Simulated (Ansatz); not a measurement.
We consider diamond, described by HSE06 (plane waves, PAW; Ansatz, a program for electronic structure).

The same calculation (at the measured cell, 5.673 Å³/atom) with different numerical settings:

```tsv
run	k mesh	gap on the mesh (eV)	total energy (eV/atom)
1	4×4×4	5.708	-250.8185
2	6×6×6	5.328	-250.8795
3	8×8×8	5.289	-250.8835
4	10×10×10	5.320	-250.8839
5	12×12×12	5.323	-250.8839
```

In the column total energy (eV/atom) the first row differs from the last by +0.0654 and the next to last by 0.0000.

The last row is no converged limit: other settings stay fixed.
